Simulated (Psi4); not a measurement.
# A ladder of methods for SiH4 (silane)

SiH4: 5 atoms, total charge 0, spin state singlet. SMILES: `[SiH4]`. The shape was relaxed beforehand at PBE0/def2-TZVP.

Quantity: the HOMO–LUMO gap, in eV. The values are calculated.

```csv
level,kind,program,value (eV)
PBE-D4/def2-TZVPP (density fitting),GGA,Psi4,8.72
r2SCAN-D4/def2-TZVPP (density fitting),meta-GGA,Psi4,9.55
B3LYP-D4/def2-TZVPP (density fitting),global hybrid,Psi4,10.48
PBE0-D4/def2-TZVPP (density fitting),global hybrid,Psi4,10.91
wB97M-V/def2-TZVPP (density fitting),range-separated hybrid,Psi4,14.87
```

The values span 8.72 to 14.87 eV. Orbital gaps aren't excitation energies; they tend to grow with the share of exact exchange.
